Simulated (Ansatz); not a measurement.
Input for Ansatz (development build ahead of 0.2.0):

```yaml
crystal:
  periodic: [false, false, false]
  atoms:
    - { symbol: O, position_ang: [0.0, 0.0, 0.0] }
    - { symbol: S, position_ang: [0.73925, 0.98567, 2.13404] }
basis:
  gaussian: { orbitals: STO-3G }
hamiltonian:
  xc: hf
correlation:
  method: fci
  frozen_orbitals: { O: 1, S: 5 }
```

The input is written out in the form of the current development build from the run's settings.

Output:

```json
{
 "Converged": "yes",
 "Total energy": "-466.94570 hartree",
 "State": "lowest singlet root, of any spatial symmetry"
}
```

Caution: another spin multiplicity may lie lower.
